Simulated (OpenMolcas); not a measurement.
**Worked example: vertical ionisation energy of C4H4 (1-buten-3-yne)**

The species is C4H4 (8 atoms), meant as a singlet with charge 0. As SMILES, `C#CC=C`. The coordinates come from a PBE0-D4/def2-TZVP relaxation.

Both states at this one shape; open shells run unrestricted unless said. 1 Eh = 27.2114 eV.

| level | program | singlet C4H4 (Eh) | doublet [C4H4]+ (Eh) | HOMO of the first (eV) |
| --- | --- | --- | --- | --- |
| SVWN5/cc-pVDZ | OpenMolcas | -153.277447 | -152.927736 | -6.14 |
| TPSS/cc-pVDZ | OpenMolcas | -154.772314 | -154.436345 | -5.95 |

Question: Work out the vertical ionisation energy at each level.

Answer: 
1. SVWN5/cc-pVDZ: -152.927736 − (-153.277447) = 0.349711 Eh = 9.52 eV; −ε(HOMO) = 6.14 eV.
2. TPSS/cc-pVDZ: -154.436345 − (-154.772314) = 0.335969 Eh = 9.14 eV; −ε(HOMO) = 5.95 eV.

No measured value is set beside it here; the levels span 9.14 to 9.52 eV. In semi-local functionals −ε(HOMO) lies far under the ionisation energy, a result of self-interaction, while the difference of totals does much better.
